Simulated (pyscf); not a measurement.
# Four-centre exchange: HO–SiH(OH)–OH + hydrogen (H₂) → HO–SiH(OH)–OH + hydrogen (H₂)

Gas phase, singlet surface, charge 0. Bonds broken: Si2–H6, H9–H10. Bonds formed: Si2–H9, H6–H10. PySCF, gas phase, ωB97X-D3(BJ)/def2-SVP geometries.

Transition state (Å):

```xyz
10

O     -0.3532    -1.4466     1.4022
Si    -0.1249    -0.5092     0.0650
O      0.6270    -0.9175    -1.3568
O     -1.6926    -0.3715    -0.4633
H      0.4424    -1.6003     1.9202
H     -0.1449     1.1771     0.4048
H      1.5816    -1.0249    -1.3010
H     -1.7667    -0.3033    -1.4209
H      1.4793    -0.0958     0.7014
H      0.7358     0.7798     0.6264
```

One imaginary mode, 1455i cm⁻¹; descent along it reached the two sides named.

```tsv
bond	change	reactant side (Å)	saddle	product side
Si2–H6	breaks	1.479	1.720	4.4
H9–H10	breaks	0.762	1.151	3.6
Si2–H9	forms	3.9	1.775	1.478
H6–H10	forms	4.0	0.991	0.762
```

Electronic energies relative to the separated reactants (eV):

| level | barrier | reaction energy | reverse barrier |
|---|---|---|---|
| ωB97X-D3(BJ)/def2-TZVP | 2.73 | 0.00 | 2.73 |
| PBE/def2-TZVP | 2.39 | 0.00 | 2.39 |
| r²SCAN/def2-TZVP | 2.49 | 0.00 | 2.49 |
| B3LYP-D3(BJ)/def2-TZVP | 2.71 | 0.00 | 2.71 |
| PBE0-D3(BJ)/def2-TZVP | 2.50 | 0.00 | 2.50 |
| M06-2X/def2-TZVP | 2.85 | 0.00 | 2.85 |
| ωB97M-D3(BJ)/def2-TZVP | 2.70 | 0.00 | 2.70 |
| HF/def2-TZVP | 3.47 | 0.00 | 3.47 |

With ωB97M-D3(BJ)/def2-TZVP energies and thermal terms (ideal gas, 1 atm, RRHO with modes under 100 cm⁻¹ raised to 100, one conformer, R ln 2 for chiral ones without a mode under 150 cm⁻¹), in eV:

```
T (K)   ΔH‡   ΔG‡    ΔH    ΔG
-----  ----  ----  ----  ----
298    2.75  3.16  0.00  0.00
600    2.70  3.60  0.00  0.00
900    2.68  4.05  0.00  0.00
1200   2.69  4.51  0.00  0.00
```

At the saddle there is also a short H–Si contact that neither side keeps. The same reactants have a lower exit, to HO–SiH₂–OH + H₂O (barrier +2.31 eV at ωB97M-D3(BJ)/def2-TZVP, against +2.70 eV here). One saddle was located; it need not be the lowest between these sides.
